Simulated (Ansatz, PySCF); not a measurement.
Molecule: C$_{4}$H$_{5}$ (charge 0, doublet). It need not be the lowest isomer of its formula. SMILES: [C]1=CCC1
Coordinates optimised at B3LYP-D3(BJ)/def2-TZVP (Ansatz, a quantum-chemistry and plane-wave program):
```xyz
9

C      0.0033    -0.6896     0.8343
C     -0.0067     0.6330     0.9008
C      0.0078    -0.8496    -0.6675
C     -0.0040     0.7213    -0.6277
H     -0.0140     1.3789     1.6796
H     -0.8797    -1.3093    -1.1007
H      0.9040    -1.2960    -1.0968
H      0.8906     1.1748    -1.0586
H     -0.9034     1.1615    -1.0626
```
Charge 0, spin multiplicity 2.
Markedly spin-contaminated UHF reference, which strains HF, MP2 and, less, CCSD(T): [C]1=CCC1.

Wanted: enthalpy of formation at 298 K (from the atomisation energy, B3LYP-D3(BJ)/def2-TZVP harmonic zero-point and thermal terms from PySCF, and the atoms' enthalpies of formation in the G2/97 table; no spin-orbit terms, and no core term in the frozen-core levels), in eV. Valence correlation only, unless marked. UHF or UKS for open shells. No spin-orbit coupling. No relativistic terms. The coupled-cluster limit lacks core correlation, which all-electron functionals hold. Basis-set limits of correlation are two-point, X^-3; Hartree-Fock from the larger set. [CCSD(T)-MP2]/basis is that difference in the basis named.

| level | program | enthalpy of formation at 298 K (eV) |
|---|---|---|
| PBE-D4/def2-TZVPD | Ansatz + dftd4 | 2.94 |
| BLYP-D4/def2-TZVPD | Ansatz + dftd4 | 4.31 |
| revPBE/def2-TZVPD | Ansatz | 4.45 |
| PBE0-D3(BJ)/def2-TZVP | Ansatz + dftd3 | 3.65 |
| PBE0/def2-QZVPP | Ansatz | 3.73 |
| BHLYP/def2-TZVPD | Ansatz | 5.59 |
| HSE06-D4/def2-TZVPD | Ansatz + dftd4 | 3.62 |

Q: Predict the RI-MP2/CBS(cc-pVTZ,cc-pVQZ)+[CCSD(T)-MP2]/cc-pVTZ result (Ansatz).

A: 4.39 eV, so HSE06-D4/def2-TZVPD differs from it by -0.77 eV.
